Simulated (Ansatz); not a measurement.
# P2+ (doublet): PBE, r2SCAN, PBE0, B3LYP, wB97M-V, B2PLYP, RPA-PBE over vertical gaps between states, 6-31G

How well do these functionals follow the top wave-function level for P2+ (doublet) over vertical gaps between states?

The runs use Ansatz 0.2.0, Gaussian basis; 6-31G, all electrons in the functionals, frozen cores in the correlation of double hybrids and RPA.

Plan: PBE, r2SCAN, PBE0, B3LYP, wB97M-V, B2PLYP, RPA-PBE, at charge 1, doublet; charge 1, quartet.

10 further runs of the same task are left out: 5 that didn't finish, 5 set aside as unsound or not needed.

## Step 1: What is computed

The geometry is a PBE0/def2-TZVP stationary point (not a proven minimum).

2 atoms, charge 1, spin multiplicity 2.

Atoms are counted from 1 here; the program's logs count them from 0.

Bond lengths: P1–P2 1.966 Å.

No dispersion term is added; wB97M-V holds VV10 nonlocal correlation. B3LYP takes the VWN-RPA correlation.

The geometry shown and the zero of energy belong to the point charge 1, doublet. The yardstick, FCI, and other wave-function levels (R restricted, U unrestricted, valence and pair active spaces) come from earlier runs.

## Step 2: PBE, charge 1, doublet

in.yaml reads:

```yaml
crystal:
  periodic: [false, false, false]
  atoms:
    - {symbol: P, position_ang: [0.000000, 0.000000, 0.000000]}
    - {symbol: P, position_ang: [0.000000, 0.000000, 1.965600]}
basis:
  gaussian: {orbitals: 6-31G}
total_charge: 1
magnetization: {spin_polarized: true, initial_magnetization: 1}
hamiltonian: {xc: {name: PBE}}
output: {orbitals: {seedname: orbitals}}
```

Run with:

```
> ansatz run in.yaml --threads 1 --pin off --events-out ev --progress --plain --max-ram 2393MiB
```

Further steps of the session: PBE, charge 1, quartet; r2SCAN, charge 1, doublet; r2SCAN, charge 1, quartet; PBE0, charge 1, doublet; PBE0, charge 1, quartet; B3LYP, charge 1, doublet; B3LYP, charge 1, quartet; wB97M-V, charge 1, doublet; wB97M-V, charge 1, quartet; B2PLYP, charge 1, doublet; B2PLYP, charge 1, quartet; RPA-PBE, charge 1, doublet; RPA-PBE, charge 1, quartet.

Q: Predict the results of all the runs planned. Wanted: doublet to quartet, FCI; largest miss, PBE; largest miss, r2SCAN; largest miss, PBE0; largest miss, B3LYP; largest miss, wB97M-V; largest miss, B2PLYP; largest miss, RPA-PBE; largest miss, RCCSD(T).

**Answer**, as computed:

```
               quantity                           value
doublet to quartet, FCI                        1.962 eV
      largest miss, PBE  +0.482 eV (doublet to quartet)
   largest miss, r2SCAN  +0.342 eV (doublet to quartet)
     largest miss, PBE0  +0.258 eV (doublet to quartet)
    largest miss, B3LYP  +0.432 eV (doublet to quartet)
  largest miss, wB97M-V  +0.502 eV (doublet to quartet)
   largest miss, B2PLYP  +0.559 eV (doublet to quartet)
  largest miss, RPA-PBE  +0.539 eV (doublet to quartet)
 largest miss, RCCSD(T)  +0.072 eV (doublet to quartet)
 largest miss, UCCSD(T)  +0.011 eV (doublet to quartet)
```

Of the functionals, PBE0 keep the smallest largest miss at the points compared (at most 0.258 eV) and B2PLYP strays most (0.559 eV, at doublet to quartet). Functionals and the yardstick converge differently with the basis, so part of each miss in 6-31G is the basis.
